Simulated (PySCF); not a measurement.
**Phosphorus: a sound run and one with changed settings**

Sound run: P [Ne] 3s2 3p3, P⁺ [Ne] 3s2 3p2. Computed with PySCF 2.14 in cc-pV(T+d)Z (5s4p3d1f, 39 functions), with no relativity, point nucleus. The sound run starts from symmetry-adapted Hartree-Fock orbitals and uses a fine grid where one is needed.

Changed run: radial step 1.2 in ln r (0.13 in the sound run). This setting is unsound on purpose.

```csv
species,method,sound run (hartree),changed run (hartree),converged
P,UHF,-340.71631,-340.71631,yes
P,PBE,-341.10768,-342.40196,yes
P,PBE0,-341.14051,-342.07377,yes
P⁺,UHF,-340.35204,-340.35204,yes
P⁺,PBE,-340.72238,-341.89143,yes
P⁺,PBE0,-340.75351,-341.60801,yes
```

Ionisation energy of P:

```csv
method,sound run (eV),changed run (eV)
UHF,9.912,9.912
PBE,10.485,13.892
PBE0,10.531,12.674
```

A coarse radial grid mis-integrates the density and the exchange-correlation energy, with errors of either sign; Hartree-Fock needs no grid.

For comparison, NIST gives 10.487 eV between the lowest levels.
